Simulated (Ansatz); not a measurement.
# SiCF (quartet): from Hartree-Fock to the top rungs, def2-QZVPP

One table from this session's results is given with a row withheld; the runs are named, their logs left out.

Method: def2-QZVPP, core rule «outside noble gas», up to 7 orbitals frozen; program: Ansatz 0.2.0, Gaussian basis.

The runs, in order: UHF; ROHF; CCSD(T) on UHF.

2 further runs of the same task are left out: 2 set aside as unsound or not needed.

### The geometry

The geometry is a PBE0/def2-TZVP stationary point (not a proven minimum) of the parent state, kept for this charge and spin.

3 atoms, charge 0, spin multiplicity 4.

Atoms are counted from 1 here; the program's logs count them from 0.

Bond lengths: C1–Si2 1.730 Å, Si2–F3 1.588 Å. Angles: C1–Si2–F3 180.0°.

The first run:

in.yaml

```yaml
crystal:
  periodic: [false, false, false]
  atoms:
    - {symbol: C, position_ang: [0.000000, 0.000000, 1.682800]}
    - {symbol: Si, position_ang: [0.000000, 0.000000, -0.047400]}
    - {symbol: F, position_ang: [0.000000, 0.000000, -1.635400]}
basis:
  gaussian: {orbitals: "def2-QZVPP.json"}
magnetization: {spin_polarized: true, initial_magnetization: 3}
hamiltonian: {xc: hf}
output: {orbitals: {seedname: orbitals}}
```

Run with:

```bash
$ ansatz run in.yaml --threads 1 --pin off --events-out ev --progress --plain --max-ram 2393MiB
```

Among the steps run: UHF; ROHF; CCSD(T) on UHF.

One of the session's tables, all rows but one given; the rest of the session is left out.

```
  method  from UCCSD(T) (kJ/mol)
    ROHF                 +1402.0
     UHF                 +1391.7
    UMP2                       ?
   UCCSD                   +64.2
UCCSD(T)                       0
```

**Question.** Estimate the row for UMP2.

**Answer.** from UCCSD(T) (kJ/mol): +105.6. In the column «from UCCSD(T) (kJ/mol)» it lies between UCCSD (+64.2) and UHF (+1391.7).
